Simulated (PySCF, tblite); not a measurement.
# Complex of aluminium trifluoride and chloride

A gas-phase complex of aluminium trifluoride and chloride; charge -1, singlet. The structure comes from a short search (6 tight-binding starts) and was relaxed by PBE0-D3(BJ)/def2-TZVPD; another way of binding may lie lower. No frequency run checks that it is a minimum.

Parts: 1 = aluminium trifluoride ([F][Al]([F])[F]), atoms 1–4; 2 = chloride ([Cl-]), atoms 5, charge -1.

Coordinates in Å:
```
F1      0.205    0.232   -1.572
Al2    -0.512   -0.029   -0.074
F3     -0.157    1.244    0.966
F4      0.033   -1.479    0.579
Cl5    -2.671   -0.145   -0.342
```

Contacts between parts, classed by geometry: Al2···Cl5 2.178 Å (bond).

The parts are joined by the bond Al2–Cl5, so these are energies of forming such bonds; deforming the relaxed parts to their shape in the adduct costs 21.8 kcal/mol, which the interaction energies leave out.

Interaction energies are complex less parts, with the parts frozen as they stand in it; counterpoise-corrected, in kcal/mol (PySCF). The CCSD(T) estimate is Hartree-Fock/aug-cc-pVQZ, plus the MP2 correlation part extrapolated as X⁻³ from aug-cc-pVTZ and aug-cc-pVQZ, plus CCSD(T) less MP2 in aug-cc-pVDZ; noble-gas cores are frozen. It isn't the exact limit.

| level | interaction | superposition error removed |
| --- | --- | --- |
| Hartree-Fock/aug-cc-pVQZ | -95.50 | - |
| wB97M-D3(BJ)/def2-TZVPD | -93.13 | -0.31 |
| PBE0-D3(BJ)/def2-TZVPD | -95.58 | -0.34 |
| MP2/aug-cc-pVQZ | -93.96 | -0.78 |

Q: What does CCSD(T) at its estimated basis limit give, and which of these levels comes nearest?

A: -95.07 kcal/mol. Hartree-Fock/aug-cc-pVQZ and PBE0-D3(BJ)/def2-TZVPD come equally near, within the error of the estimate; the errors are Hartree-Fock/aug-cc-pVQZ -0.43, wB97M-D3(BJ)/def2-TZVPD +1.94, PBE0-D3(BJ)/def2-TZVPD -0.51, MP2/aug-cc-pVQZ +1.12.

Q: What holds them together? Decompose the wB97M-D3(BJ)/def2-TZVPD energy: frozen parts, their antisymmetrised product, then relaxation.

A: electrostatic -102.3, Pauli repulsion +65.8, orbital relaxation -55.8, dispersion correction -1.1 kcal/mol, which sum to the value before the counterpoise correction; the Pauli term holds the exchange-correlation of the frozen density too. Of the attraction, 64 % is electrostatic, 35 % is orbital relaxation, 1 % is dispersion correction.

The parts were also relaxed and run alone, at the levels used for the complex: shieldings by PBE0/aug-pcSseg-2; core levels by delta-SCF with SCAN, aug-pcX-2 on the ionised atom and aug-pcseg-1 elsewhere, spin-free X2C (2p3/2 is the spin-free 2p value less a third of a first-order spin-orbit splitting).

Values alone: shielding of Al2 (ppm): 502.4; shielding of Cl5 (ppm): 1149.3; F1 1s core level (eV): 693.03; Al2 2p3/2 core level (eV): 83.59; Cl5 2p3/2 core level (eV): 196.90.

Q: How do these values change when the complex forms?

A: 
| property | alone | in the complex | change |
| --- | --- | --- | --- |
| shielding of Al2 (ppm) | 502.4 | 504.1 | +1.8 |
| shielding of Cl5 (ppm) | 1149.3 | 1047.3 | -102.0 |
| F1 1s core level (eV) | 693.03 | 686.65 | -6.37 |
| Al2 2p3/2 core level (eV) | 83.59 | 76.39 | -7.20 |
| Cl5 2p3/2 core level (eV) | 196.90 | 200.81 | +3.91 |
